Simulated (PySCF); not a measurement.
SF4 (singlet). Computed with B3LYP in PySCF with S def2-TZVP, F def2-TZVP; no relativity; density-fitted integrals.

Harmonic bands of its minimum:

| ω (cm⁻¹) | IR (km/mol) |
| --- | --- |
| 218 | 0.9 |
| 333 | 10.1 |
| 445 | 0.0 |
| 508 | 20.0 |
| 512 | 0.6 |
| 537 | 3.1 |
| 714 | 637 |
| 835 | 183 |
| 869 | 117 |

The central atom is S. Infer the point group and assign the bands.

C2v. The modes span 4a1 + 2b2 + a2 + 2b1: 218 a1, 333 b2, 445 a2, 508 a1, 512 b1, 537 a1, 714 b1, 835 b2, 869 a1. The computed geometry has S–F 1.566 Å (×2), S–F 1.668 Å (×2); F–S–F 87.8° (×4), F–S–F 101.1°, F–S–F 173.1°.
